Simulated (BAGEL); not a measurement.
# One shape, several levels: triplet HNO2

Wanted: a comparison of 4 runs (UHF/STO-3G, ROHF/6-31G*, ROHF/def2-TZVP, FCI/STO-3G) of triplet HNO2. 

Program for the calculation: BAGEL 1.2.2.

## (1) The structure to begin with

The species is HNO2 (4 atoms), meant as a triplet with charge 0. SMILES of the parent species: `O=NO`. Geometry: relaxed at GFN2-xTB. That shape belongs to the parent species and isn't relaxed for this state.

Bond lengths: O1–N2 1.181 Å, N2–O3 1.392 Å, O3–H4 0.968 Å. Angles: O1–N2–O3 113.7°, N2–O3–H4 106.9°.

## (2) The energy at UHF/STO-3G (density fitting with qzvpp-jkfit) (run 1)

calc.json reads:

```json
{ "bagel": [

{
  "title": "molecule",
  "basis": "sto-3g",
  "df_basis": "qzvpp-jkfit",
  "angstrom": "true",
  "geometry": [
    { "atom": "O", "xyz": [    0.424700,    0.045690,    1.471310 ] },
    { "atom": "N", "xyz": [    0.319310,   -0.411420,    0.387280 ] },
    { "atom": "O", "xyz": [   -0.357270,    0.415910,   -0.505360 ] },
    { "atom": "H", "xyz": [   -0.386730,   -0.050180,   -1.353230 ] }
  ]
},
{
  "title": "uhf",
  "charge": 0,
  "nopen": 2
},
{
  "title": "print",
  "file": "orbitals.molden",
  "orbitals": "true"
}

]}
```

The run is started by

```bash
$ BAGEL_NUM_THREADS=1 BAGEL calc.json > calc.out
```

Log:

```text
* using 1 threads per process

  ===============================================================
  ===============================================================

  *** Geometry ***

  { "atom" : "O", "xyz" : [      0.802567,      0.086342,      2.780373 ] },
  { "atom" : "N", "xyz" : [      0.603408,     -0.777471,      0.731853 ] },
  { "atom" : "O", "xyz" : [     -0.675142,      0.785956,     -0.954992 ] },
  { "atom" : "H", "xyz" : [     -0.730814,     -0.094826,     -2.557234 ] },

  Number of auxiliary basis functions:      249

  Since a DF basis is specified, we compute 2- and 3-index integrals:
    o Being stored without compression. Storage requirement is 0.001 GB

  Number of basis functions:       16
  Number of electrons      :       24

    * METHOD: MOLECULE                             0.06

  *** Open-shell HF ***

  === Nuclear Repulsion ===
    69.8154170650

      * DIIS with orbital gradients will be used.

  === UHF iteration (sto-3g) ===
      0       -201.81562457          0.04385366           0.01
      1       -201.85980341          0.02212467           0.01
      2       -201.87037653          0.00983017           0.01
      3       -201.87355638          0.00412614           0.01
      4       -201.87610974          0.00276561           0.01
      5       -201.87795466          0.00156067           0.01
      6       -201.87858523          0.00072523           0.01
      7       -201.87864182          0.00032111           0.01
      8       -201.87866111          0.00012512           0.01
      9       -201.87866240          0.00004621           0.01
     10       -201.87866270          0.00001620           0.01
     11       -201.87866279          0.00000745           0.01
     12       -201.87866281          0.00000383           0.01
     13       -201.87866282          0.00000189           0.01
     14       -201.87866283          0.00000108           0.01
     15       -201.87866283          0.00000053           0.01
     16       -201.87866283          0.00000017           0.01
     17       -201.87866283          0.00000009           0.01
     18       -201.87866283          0.00000005           0.01
     19       -201.87866283          0.00000003           0.01
     20       -201.87866283          0.00000002           0.01
     21       -201.87866283          0.00000001           0.01
    * SCF iteration converged.

    * S^2 (UHF) is 2.0196

    * Permanent dipole moment:
           (    0.125410,     0.107749,     0.586063) a.u.

    * METHOD: UHF                                  0.17

    * METHOD: PRINT                                0.00

  ===============================================================
```

It took 0.38 s on 1 thread of Arm Neoverse N1, shared host; peak memory 0.082 GiB.

## (3) The energy at ROHF/6-31G(d) (density fitting with qzvpp-jkfit, spherical functions) (run 2)

calc.json reads:

```json
{ "bagel" : [

{
  "title" : "molecule",
  "basis" : "6-31gs.json",
  "df_basis" : "qzvpp-jkfit",
  "angstrom" : true,
  "geometry" : [
    { "atom" : "O", "xyz" : [    0.424700,    0.045690,    1.471310 ] },
    { "atom" : "N", "xyz" : [    0.319310,   -0.411420,    0.387280 ] },
    { "atom" : "O", "xyz" : [   -0.357270,    0.415910,   -0.505360 ] },
    { "atom" : "H", "xyz" : [   -0.386730,   -0.050180,   -1.353230 ] }
  ]
},
{
  "title" : "rohf",
  "charge" : 0,
  "nopen" : 2
},
{
  "title" : "print",
  "file" : "orbitals.molden",
  "orbitals" : true
}

]}
```

The basis set 6-31G* is read from a file made from the Basis Set Exchange's data (not shown).

The run is started by

```bash
$ BAGEL_NUM_THREADS=1 BAGEL calc.json > calc.out
```

Log:

```text
* using 1 threads per process

  ===============================================================
  ===============================================================

  *** Geometry ***

  { "atom" : "O", "xyz" : [      0.802567,      0.086342,      2.780373 ] },
  { "atom" : "N", "xyz" : [      0.603408,     -0.777471,      0.731853 ] },
  { "atom" : "O", "xyz" : [     -0.675142,      0.785956,     -0.954992 ] },
  { "atom" : "H", "xyz" : [     -0.730814,     -0.094826,     -2.557234 ] },

  Number of auxiliary basis functions:      249

  Since a DF basis is specified, we compute 2- and 3-index integrals:
    o Being stored without compression. Storage requirement is 0.004 GB

  Number of basis functions:       44
  Number of electrons      :       24

    * METHOD: MOLECULE                             0.08

  *** Open-shell HF ***

  === Nuclear Repulsion ===
    69.8154170650

      * DIIS with orbital gradients will be used.

  === ROHF iteration (6-31gs.json) ===
      0       -204.45016427          0.05002117           0.02
      1       -204.50874411          0.03663816           0.02
      2       -204.52535994          0.02969726           0.02
      3       -204.55604076          0.00317854           0.02
      4       -204.55714336          0.00203264           0.02
      5       -204.55848276          0.00167070           0.02
      6       -204.55954603          0.00153913           0.02
      7       -204.56105184          0.00136060           0.02
      8       -204.56244808          0.00075611           0.02
      9       -204.56375235          0.00048504           0.02
     10       -204.56370770          0.00023797           0.02
     11       -204.56395021          0.00011239           0.02
     12       -204.56401658          0.00007497           0.02
     13       -204.56401238          0.00003465           0.02
     14       -204.56401585          0.00001512           0.02
     15       -204.56402330          0.00000554           0.02
     16       -204.56402891          0.00000304           0.02
     17       -204.56402913          0.00000142           0.02
     18       -204.56402935          0.00000077           0.02
     19       -204.56402953          0.00000035           0.02
     20       -204.56402971          0.00000012           0.02
     21       -204.56402985          0.00000007           0.02
     22       -204.56402987          0.00000004           0.02
     23       -204.56402988          0.00000002           0.02
     24       -204.56402988          0.00000001           0.02
     25       -204.56402988          0.00000001           0.02
    * SCF iteration converged.

    * S^2 (ROHF) is 2.0000

    * Permanent dipole moment:
           (    0.114197,     0.275818,     0.820100) a.u.

    * METHOD: ROHF                                 0.61

    * METHOD: PRINT                                0.01

  ===============================================================
```

Wall time 0.84 s (1 thread of Arm Neoverse N1, shared host); peak memory 0.082 GiB.

Run 3 isn't shown in full; the table further down has it.

## (4) A single-point energy at FCI/STO-3G (density fitting with qzvpp-jkfit) (run 4)

calc.json, as its differences from that of step 3:

```diff
@@ -4,3 +4,3 @@
   "title" : "molecule",
-  "basis" : "6-31gs.json",
+  "basis" : "sto-3g",
   "df_basis" : "qzvpp-jkfit",
@@ -15,10 +15,9 @@
 {
-  "title" : "rohf",
-  "charge" : 0,
-  "nopen" : 2
+  "title" : "hf"
 },
 {
-  "title" : "print",
-  "file" : "orbitals.molden",
-  "orbitals" : true
+  "title" : "fci",
+  "nstate" : 1,
+  "ncore" : 3,
+  "nspin" : 2
 }
```

The run is started by

```bash
$ BAGEL_NUM_THREADS=1 BAGEL calc.json > calc.out
```

Log:

```text
* using 1 threads per process

  ===============================================================
  ===============================================================

  *** Geometry ***

  { "atom" : "O", "xyz" : [      0.802567,      0.086342,      2.780373 ] },
  { "atom" : "N", "xyz" : [      0.603408,     -0.777471,      0.731853 ] },
  { "atom" : "O", "xyz" : [     -0.675142,      0.785956,     -0.954992 ] },
  { "atom" : "H", "xyz" : [     -0.730814,     -0.094826,     -2.557234 ] },

  Number of auxiliary basis functions:      249

  Since a DF basis is specified, we compute 2- and 3-index integrals:
    o Being stored without compression. Storage requirement is 0.001 GB

  Number of basis functions:       16
  Number of electrons      :       24

    * METHOD: MOLECULE                             0.06

  *** RHF ***

  === Nuclear Repulsion ===
    69.8154170650

      * DIIS with orbital gradients will be used.

  === RHF iteration (sto-3g) ===
      0       -201.81918195          0.03615424           0.00
      1       -201.87687890          0.02316268           0.00
      2       -201.90445134          0.00334525           0.00
[... 10 lines of this table left out ...]
     13       -201.90711503          0.00000001           0.00
    * SCF iteration converged.

    * Permanent dipole moment:
           (    0.101684,     0.190503,     0.641438) a.u.

    * METHOD: HF                                   0.09

  ---------------------------
        FCI calculation
  ---------------------------

  Performs exactly the same way as Knowles & Handy 1984 CPL

  o alpha-beta strings
      length:          1573
  o size of the space
      determinant space:  368082
      spin-adapted space: 234234

  o single displacement lists (alpha)
      length:         11440
  o single displacement lists (beta)
      length:         61776

     guess   0:   closed 11111111.....        open ........11...

  === FCI iteration ===

      0  0      -201.84036026     9.46e-04      1.02
      1  0      -201.98482877     4.69e-04      1.01
      2  0      -202.01311838     2.29e-04      1.03
[... 16 lines of this table left out ...]
     19  0      -202.02129843     2.57e-09      1.04
    ** throwing out 1 trial vectors **
     20  0      -202.02129843     1.18e-09      1.01
    ** throwing out 1 trial vectors **
     21  0      -202.02129843     5.37e-10      1.04
    ** throwing out 1 trial vectors **
     22  0      -202.02129843     2.81e-10      1.01
    ** throwing out 1 trial vectors **
     23  0      -202.02129843     1.48e-10      1.01
    ** throwing out 1 trial vectors **
     24  0 *    -202.02129843     6.77e-11      0.92

     * ci vector, state   0, <S^2> = 2.0000
       22222222aa...    -0.9272779730
       222222a22a...    -0.1497507179
       2222a2222a...     0.0866702975
       222222aa22...     0.0818510074
       222a222a22...     0.0732203364
       222a22222a...    -0.0683138585
       22222222.aa..    -0.0674658951
       22222aa222...     0.0656749957
       222a2a2222...    -0.0628047621

    * METHOD: FCI                                 25.63

  ===============================================================
```

It took 26 s on 1 thread of Arm Neoverse N1, shared host; peak memory 0.67 GiB.

## (5) Overview of the runs

| run | level | start charge | start multiplicity | energy (Eh) | dipole moment (D) | ⟨S²⟩ | wall time |
| --- | --- | --- | --- | --- | --- | --- | --- |
| 1 | UHF/STO-3G (density fitting with qzvpp-jkfit) | – | – | -201.878663 | 1.55 | 2.020 | 0.38 s |
| 2 | ROHF/6-31G* (density fitting with qzvpp-jkfit, spherical functions) | – | – | -204.564030 | 2.22 | 2.000 | 0.84 s |
| 3 | ROHF/def2-TZVP (density fitting with qzvpp-jkfit) | – | – | -204.662237 | 2.13 | 2.000 | 2 s |
| 4 | FCI/STO-3G (density fitting with qzvpp-jkfit) | 0 | 1 | -202.021298 | – | – | 26 s |

## (6) Results

| quantity | value |
| --- | --- |
| run 4: total energy | -202.02130 Eh |

In words: Against full CI in this basis: UHF +142.6 mEh. Over runs 1, 2, 3 the dipole moment (its size) runs from 1.55 D (UHF/STO-3G) to 2.22 D (ROHF/6-31G*). The two ends differ in method and basis. In runs 1, 4 the basis is minimal, so the values are rough. All runs together took 29 s, the longest 26 s.
